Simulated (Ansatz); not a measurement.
## Several solutions for singlet PN

```yaml
atoms:
  - { symbol: P, position_ang: [0.0000, 0.0000, 0.0000] }
  - { symbol: N, position_ang: [0.0000, 0.0000, 2.8310] }
```

Basis set: 6-31G (spherical functions). Charge 0, multiplicity 1.

PBE0 (unrestricted) was run from several starts with Ansatz (development build ahead of 0.2.0).

| run | program | start | converged | energy (hartree) | <S²> |
| --- | --- | --- | --- | --- | --- |
| A | Ansatz | search for the lowest state | yes | -395.64660 | 2.75 |
| B | Ansatz | atomic start, no search | yes | -395.57344 | 2.55 |
| C | Ansatz | stability test followed | yes | -395.57344 | 2.55 |

**Question.** Which runs reached the lowest solution of this kind, and what is wrong with the others?

**Answer.** A reached the lowest solution found. Converged but too high: B by 1.99 eV, C by 1.99 eV. Convergence only shows a stationary point, and even a stable one can lie too high; stability tests and further starts are what find lower ones. Caution: the unrestricted determinant is a mixture of spin states.
